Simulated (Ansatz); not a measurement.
Reaction (SMILES): N (NH3) → 3 H atom + N atom
B3LYP-D3(BJ)/def2-TZVP geometries, fixed; electronic energies without zero-point terms.

The atomisation energy at MP2 with Ansatz (an electronic-structure program), in kcal/mol, split into its Hartree-Fock and correlation parts. Cores are frozen. Open shells are unrestricted. No added dispersion term, no relativity. Functions are those of the species that has most.

```
basis        X  functions  Hartree-Fock     MP2
-----------  -  ---------  ------------  ------
aug-cc-pVDZ  2         50        197.14  275.22
aug-cc-pVTZ  3        115        200.57  290.16
aug-cc-pVQZ  4        218        200.95  294.58
```

Worked estimate of the basis-set limit from each neighbouring pair, with Hartree-Fock from the larger set and the correlation part extrapolated as X^-3.
Correlation parts: X = 2: 78.08, X = 3: 89.59, X = 4: 93.63.
- (2,3): (27·(89.59) - 8·(78.08))/19 = 94.44; with Hartree-Fock 200.57 the estimate is 295.01 kcal/mol.
- (3,4): (64·(93.63) - 27·(89.59))/37 = 96.58; with Hartree-Fock 200.95 the estimate is 297.53 kcal/mol.
The last two estimates differ by 2.52 kcal/mol; the largest set lies 2.95 from the last. Over the last step Hartree-Fock moves by 0.38 and the correlation part by 4.04.
